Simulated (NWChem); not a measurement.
# chloroform (CHCl₃); SMILES ClC(Cl)Cl

```xyz
5

Cl     0.7912    -1.4856    -0.0834
C      0.0000     0.0000     0.4512
Cl     0.8909     1.4280    -0.0834
Cl    -1.6822     0.0576    -0.0834
H      0.0000     0.0000     1.5460
```
Atoms are numbered in this order, from 1.

All runs: NWChem. Medium grid unless said otherwise, to which SCAN and Minnesota functionals are sensitive. Geometry: optimised at PBE0/def2-SVP. Total energies of different functionals are on different scales.

| level | energy (Ha) | highest occupied level (eV) | orbital gap (eV) | dipole (D) | relative time |
|---|---|---|---|---|---|
| LDA (Slater exchange, VWN5)/def2-TZVPD | -1414.5661 | -7.63 | 5.29 | 1.03 | 1 |
| PBE/def2-TZVPD | -1418.7462 | -7.51 | 5.33 | 1.02 | 1 |
| BLYP/def2-TZVPD | -1419.3289 | -7.35 | 5.27 | 1.02 | 1 |
| TPSS/def2-TZVPD | -1419.4224 | -7.62 | 5.57 | 1.05 | 1 |
| r2SCAN/def2-TZVPD | -1419.2391 | -7.84 | 5.85 | 1.06 | 1 |
| B3LYP/def2-TZVPD | -1419.3946 | -8.65 | 7.24 | 1.06 | 1 |
| PBE0/def2-TZVPD | -1418.8550 | -8.93 | 7.80 | 1.07 | 1 |
| M06-2X/def2-TZVPD | -1419.2904 | -10.30 | 10.09 | 1.09 | 1 |
| CAM-B3LYP/def2-TZVPD | -1419.3708 | -10.31 | 10.28 | 1.09 | 10 |
| Hartree-Fock/def2-TZVPD | -1416.9795 | -12.29 | 13.78 | 1.18 | 1 |

Relative times are rough (shared machine, one core).
